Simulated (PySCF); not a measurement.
**NaF with other numerical set-ups**

The method stays; parts of the set-up, such as the basis or the Hamiltonian, are changed.

Computed with PySCF 2.14.0. Level: method and basis as typed in the scripts.

4 further runs of the same task are left out: 4 that didn't finish.

### 1 Where the work starts

NaF: 2 atoms, charge 0, spin multiplicity 1.

Bond lengths: Na1–F2 2.037 Å.

### 2 Base script

input.py

```python
from pyscf import gto, dft

mol = gto.M(
    atom='Na 0 0 0; F 0 0 2.037',
    basis='minao',
    charge=0,
    spin=0,
    symmetry=True,
    verbose=3,
)
mf = dft.RKS(mol, xc='x3lyp')
mf.kernel()
g = mf.nuc_grad_method()
g.grid_response = True
g.kernel()
mf.dip_moment()
print('orbital energies (hartree):', mf.mo_energy[..., max(0, mol.nelec[1]-3):mol.nelec[0]+3].round(4))
```

The run is started by

```console
> OMP_NUM_THREADS=1 python input.py
```

Its log is not repeated here.

In short: E(SCF) = -262.064279 Eh, μ = 5.73 D, gradient on the second atom -0.0057 Eh/bohr.

The bond length is a typed value, not an optimised one.

### 3 6-31+g*

Variant 1 changes basis set: minao → 6-31+g*.

input.py

```python
from pyscf import gto, dft

mol = gto.M(
    atom='Na 0 0 0; F 0 0 2.037',
    basis='6-31+g*',
    charge=0,
    spin=0,
    symmetry=True,
    verbose=3,
)
mf = dft.RKS(mol, xc='x3lyp')
mf.kernel()
g = mf.nuc_grad_method()
g.grid_response = True
g.kernel()
mf.dip_moment()
print('orbital energies (hartree):', mf.mo_energy[..., max(0, mol.nelec[1]-3):mol.nelec[0]+3].round(4))
```

The run is started by

```console
> OMP_NUM_THREADS=1 python input.py
```

### 4 Pcseg-1

Variant 2 changes basis set: minao → pcseg-1.

Changes to input.py since step 2:

```diff
@@ -4,3 +4,3 @@
     atom='Na 0 0 0; F 0 0 2.037',
-    basis='minao',
+    basis='pcseg-1',
     charge=0,
```

### 5 6-311++g**

Variant 3 changes basis set: minao → 6-311++g**.

Changes to input.py since step 2:

```diff
@@ -4,3 +4,3 @@
     atom='Na 0 0 0; F 0 0 2.037',
-    basis='minao',
+    basis='6-311++g**',
     charge=0,
```

### 6 Aug-cc-pvdz

Variant 4 changes basis set: minao → aug-cc-pvdz.

Changes to input.py since step 2:

```diff
@@ -4,3 +4,3 @@
     atom='Na 0 0 0; F 0 0 2.037',
-    basis='minao',
+    basis='aug-cc-pvdz',
     charge=0,
```

### 7 Ano-rcc-vdzp (X2C on)

Variant 5 changes basis set: minao → ano-rcc-vdzp; spin-free X2C: off → on.

Changes to input.py since step 2:

```diff
@@ -4,3 +4,3 @@
     atom='Na 0 0 0; F 0 0 2.037',
-    basis='minao',
+    basis='ano-rcc-vdzp',
     charge=0,
@@ -11,2 +11,3 @@
 mf = dft.RKS(mol, xc='x3lyp')
+mf = mf.sfx2c1e()
 mf.kernel()
```

### 8 Spin-free X2C on

Variant 6 changes spin-free X2C: off → on.

Changes to input.py since step 2:

```diff
@@ -11,2 +11,3 @@
 mf = dft.RKS(mol, xc='x3lyp')
+mf = mf.sfx2c1e()
 mf.kernel()
```

What does the calculation give? Wanted: for each run, E(SCF); from base; gap; SCF dipole.

As calculated:

| run | E(SCF) (hartree) | from base (eV) | gap (eV) | SCF dipole (D) | functions |
| --- | --- | --- | --- | --- | --- |
| base | -262.064279 | 0 | 2.83 | 5.73 | 11 |
| 6-31+g* | -262.122893 | -1.5950 | 4.48 | 8.61 | 40 |
| pcseg-1 | -262.092296 | -0.7624 | 3.87 | 7.84 | 24 |
| 6-311++g** | -262.159685 | -2.5961 | 4.48 | 8.56 | 52 |
| aug-cc-pvdz | -262.142501 | -2.1285 | 4.49 | 8.62 | 50 |
| ano-rcc-vdzp (X2C on) | -262.470643 | not comparable | 4.15 | 8.70 | 32 |
| spin-free X2C on | -262.337764 | -7.4419 | 2.84 | 5.73 | 11 |

The largest comparable shift of the SCF energy, -7.442 eV, comes with the run “spin-free X2C on”. 6-31+g* (40 functions) gives an energy 1.59 eV lower than minao (11). pcseg-1 (24 functions) gives an energy 0.76 eV lower than minao (11). 6-311++g** (52 functions) gives an energy 2.60 eV lower than minao (11). aug-cc-pvdz (50 functions) gives an energy 2.13 eV lower than minao (11). Scalar relativity lowers the total energy by 7.44 eV, nearly all of it in the inner shells; a basis contracted without relativity catches only part of it. The dearest run is “ano-rcc-vdzp (X2C on)”, at 5.4 s against 1.4 s.
